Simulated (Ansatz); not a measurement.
Geometry optimisation, RKS r2SCAN-D4/def2-mTZVP in Ansatz 0.2.0.

The input (input.yaml):

```yaml
crystal:
  periodic: [false, false, false]
  atoms:
    - { symbol: Al, position_ang: [0.0, 0.0, 0.0] }
    - { symbol: O, position_ang: [0.0, 0.0, 2.13] }
    - { symbol: H, position_ang: [-0.9095, -0.2814, 2.4671] }
    - { symbol: H, position_ang: [1.351, 0.0, -0.78] }
    - { symbol: H, position_ang: [-1.351, 0.0, -0.78] }
    - { symbol: H, position_ang: [0.0834, 1.7631, 0.5865] }
    - { symbol: H, position_ang: [0.0646, 1.3656, 1.5323] }
basis:
  gaussian: { orbitals: def2-mTZVP }
hamiltonian:
  xc: r2scan
  dispersion: d4
relax:
  f_tol: 0.15
  max_steps: 25
  restrain:
    - { distance: [0, 5], at: 2.76, k: 30.0 }
    - { distance: [6, 1], at: 2.21, k: 30.0 }
    - { distance: [0, 1], at: 1.78, k: 30.0 }
    - { distance: [6, 5], at: 0.66, k: 30.0 }
```

Run as:

```bash
$ ansatz run input.yaml --threads 1 --pin off --max-ram 2048MiB --backend cpu --events-out ev --progress --plain --runs-dir out
```

**Question.** Where does it end, and by what steps?

**Answer.** It converged. The restraints hold the end off the free minimum. After 8 steps the energy has fallen by 1.627 eV (the restraints' own energy left out); H6 moved furthest, 0.71 Å. Joined: H6–H7 (1.03 → 0.71 Å).

```
step  energy less start (eV)  largest force component (eV/Å)  accepted
   0                  0.0000                           2.344       yes
   1                 -0.5108                           2.787       yes
   2                 -0.9592                           2.129       yes
   3                 -1.4008                           1.559       yes
   4                 -1.6159                           0.896       yes
   5                 -1.6033                           1.092        no
   6                 -1.6292                           1.066       yes
   7                 -1.6226                           1.256       yes
   8                 -1.6272                           1.254       yes
```

```xyz
7
Properties=species:S:1:pos:R:3
Al -0.052 -0.229 0.085
O -0.028 -0.323 1.832
H -0.860 -0.428 2.307
H 1.361 -0.206 -0.614
H -1.442 -0.202 -0.677
H 0.140 2.402 0.898
H 0.119 1.833 1.324
```

Time of the run: 18 s on 1 thread of AMD EPYC 7R43 64-Core Processor (Zen 3) (shared host), peak memory 0.14 GiB.
